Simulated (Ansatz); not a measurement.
# C2H4O2S: small, medium and large basis sets

One table from this session's results is given with a row withheld; the runs are named, their logs left out.

Method: one geometry, several basis sets; program: Ansatz 0.2.0, Gaussian basis.

The runs, in order: PBE0-D4/def2-SVP; ωB97M-V/def2-SVP; PBE0-D4/def2-QZVPP; ωB97M-V/def2-QZVPP; the functionals' def2-TZVPP values are taken from earlier runs.

### The relaxed structure

An earlier PBE0-D4 in a triple-zeta def2 set relaxation fixed the geometry.

9 atoms, charge 0, spin multiplicity 1.

Atoms are counted from 1 here; the program's logs count them from 0.

Bond lengths: O1–C2 1.196 Å, C2–O3 1.334 Å, C2–H6 1.099 Å, O3–C4 1.432 Å, C4–S5 1.783 Å, C4–H7 1.091 Å, C4–H8 1.090 Å, S5–H9 1.343 Å. Angles: O1–C2–O3 125.7°, O1–C2–H6 125.1°, O3–C2–H6 109.1°, C2–O3–C4 115.0°, O3–C4–S5 110.5°, O3–C4–H7 109.8°, O3–C4–H8 109.4°, S5–C4–H7 107.1°, S5–C4–H8 111.6°, H7–C4–H8 108.5°, C4–S5–H9 96.7°.

Set-up of the first run:

Contents of in.yaml:

```yaml
crystal:
  periodic: [false, false, false]
  atoms:
    - {symbol: O, position_ang: [-1.677181, 0.093150, 1.365581]}
    - {symbol: C, position_ang: [-1.605942, -0.245590, 0.221233]}
    - {symbol: O, position_ang: [-0.508223, -0.205961, -0.536081]}
    - {symbol: C, position_ang: [0.662892, 0.289770, 0.122496]}
    - {symbol: S, position_ang: [1.976471, 0.554528, -1.054268]}
    - {symbol: H, position_ang: [-2.441276, -0.639115, -0.375591]}
    - {symbol: H, position_ang: [0.446288, 1.254236, 0.583701]}
    - {symbol: H, position_ang: [0.959892, -0.407763, 0.904964]}
    - {symbol: H, position_ang: [2.275579, -0.739658, -1.249234]}
basis:
  gaussian: {orbitals: def2-SVP}
hamiltonian: {xc: pbe0, dispersion: d4}
output: {orbitals: {seedname: orbitals}}
```

Started as:

```bash
$ ansatz run in.yaml --threads 2 --pin off --events-out ev --progress --plain --max-ram 4352MiB
```

Steps of the session up to this table: PBE0-D4 in def2-SVP; ωB97M-V in def2-SVP; PBE0-D4 in def2-QZVPP; ωB97M-V in def2-QZVPP.

One of the session's tables, all rows but one given; the rest of the session is left out.

It belongs to the step «Functionals by basis». 

```
functional       basis  HOMO (eV)  LUMO (eV)
   PBE0-D4    def2-SVP      -7.36       0.11
   PBE0-D4  def2-TZVPP      -7.51      -0.16
   PBE0-D4  def2-QZVPP      -7.55      -0.25
   ωB97M-V    def2-SVP      -9.58       2.54
   ωB97M-V  def2-TZVPP          ?          ?
   ωB97M-V  def2-QZVPP      -9.80       1.47
```

Estimate the missing values for ωB97M-V, def2-TZVPP.

As computed: HOMO (eV): -9.75; LUMO (eV): 1.97. In the column «HOMO (eV)» it lies between ωB97M-V, def2-QZVPP (-9.80) and ωB97M-V, def2-SVP (-9.58).
